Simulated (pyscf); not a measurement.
PySCF, gas phase, ωB97X-D3(BJ)/def2-SVP geometries.

Problem. For the elementary gas-phase step H₂N–B(NH₂)–Cl + H₂S → H₂N–B(NH₂)–SH + hydrogen chloride (HCl) (singlet surface; B–Cl, H–S broken, B–S, Cl–H formed), what barrier and reaction energy does ωB97M-D3(BJ)/def2-TZVP give, measured from the separated reactants?

Solution. ΔE‡ = 36.3 kcal/mol, ΔE = +9.4 kcal/mol. Zero-point energy shifts the barrier by +0.1 kcal/mol. It is a four-centre exchange, with an imaginary mode of 675i cm⁻¹. On the product side the descent ends in a complex, 5.6 kcal/mol under the separated species and 32.0 kcal/mol under the saddle at ωB97X-D3(BJ)/def2-TZVP. The reactants may also form a dative adduct at H₂N–B(NH₂)–Cl; it and routes through it were not searched. One saddle was located; it need not be the lowest between these sides.
